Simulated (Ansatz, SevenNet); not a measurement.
# hcp Sc: properties by level of theory

Reference values: lattice constant a 3.309 Å (measured, 293 K, not corrected to a static lattice; as tabulated in Wikipedia's data pages); lattice parameter c 5.268 Å (measured, 293 K, no zero-point or thermal correction; as tabulated in Wikipedia's data pages); elastic constant C11 99 GPa (measured, temperature not stated, not corrected to a static lattice; as tabulated in Mehl and Papaconstantopoulos (1996), arXiv:mtrl-th/9602003); elastic constant C44 28 GPa (measured, temperature not stated, not corrected to a static lattice; as tabulated in Mehl and Papaconstantopoulos (1996), arXiv:mtrl-th/9602003).

| level (code) | equilibrium lattice constant a (Å) | lattice parameter c (Å) | elastic constant C11 (GPa) | elastic constant C44 (GPa) | polycrystal shear modulus (GPa) |
|---|---|---|---|---|---|
| SevenNet-0 | 3.267 | 5.330 | 64.9 | 13.6 | 10.4 |
| SevenNet-l3i5 | 3.315 | 5.195 | 94.9 | 37.9 | 33.0 |
| r²SCAN (Ansatz) | 3.330 | 5.192 | 99.6 | 23.6 | 27.6 |

Differences from the reference values (errors of the level alone only where the reference is corrected to a static lattice):

```
level          lattice constant a (%)  lattice parameter c (%)  elastic constant C11 (%)  elastic constant C44 (%)
-------------  ----------------------  -----------------------  ------------------------  ------------------------
SevenNet-0                      -1.27                    +1.18                       -34                       -51
SevenNet-l3i5                   +0.18                    -1.39                      -4.1                       +35
r²SCAN                          +0.63                    -1.44                      +0.6                     -15.7
```

Nearest: lattice constant a, not ranked (reference at room or unstated temperature); lattice parameter c, not ranked (reference at room or unstated temperature); elastic constant C11, not ranked (reference at room or unstated temperature); elastic constant C44, not ranked (reference at room or unstated temperature).

Machine-learned potentials (SevenNet-0, SevenNet-l3i5) are trained on DFT data: a solid inside that data is no test of them.

Ansatz's density-functional and Hartree–Fock values are scalar-relativistic unless marked +SOC, with PAW data made under PBE.

The crystal itself was run without spin with r²SCAN; a magnetic state was not tried in these runs.

Differences are worked out from the printed values.

Computed values are for the static lattice.

Ansatz is a quantum-chemistry and plane-wave program.
